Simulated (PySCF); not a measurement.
Gas-phase reaction: 2 SiH + C₄H₆ (butadiene) = 2 H₃SiCCH

Energies from PySCF (xtb for GFN2), thermal terms from the rigid-rotor harmonic-oscillator model, ideal gas at 1 bar. † marks an energy on the PBE0/def2-TZVP geometry and frequencies; other levels use their own. MP2 freezes the core. Open shells (unrestricted): SiH (multiplicity 2, electronic degeneracy 4); the rest are closed-shell singlets. GFN2 has no spin-polarisation term. Spin-orbit splitting is ignored; it lowers the true energy and changes the entropy of SiH. MP2 isn't extrapolated to the basis-set limit; its ΔH°(298 K) is -372.8 kJ in def2-SVP and -422.9 kJ in def2-TZVPP. The harmonic model lacks anharmonicity and excited electronic states, which grow with temperature; levels with a mode under 35 cm⁻¹ are left out. Internal rotation in C₄H₆ (butadiene) is treated as a harmonic vibration of one conformer, which makes the entropy rough.

```tsv
level	ΔE electronic, kJ	ΔH°(298 K), kJ	ΔS°(298 K), J/K	ΔG°(1400 K), kJ
GFN2-xTB	-402	-424	-129	-267
HF/def2-TZVP†	-275	-297	-137	-124
MP2/def2-TZVPP†	-400	-423	-137	-250
PBE/def2-SVP	-294	-315	-136	-143
PBE0/def2-QZVP†	-316	-339	-137	-166
```
ΔH° is lowest at GFN2-xTB and highest at HF/def2-TZVP†. No reference value is set beside these.
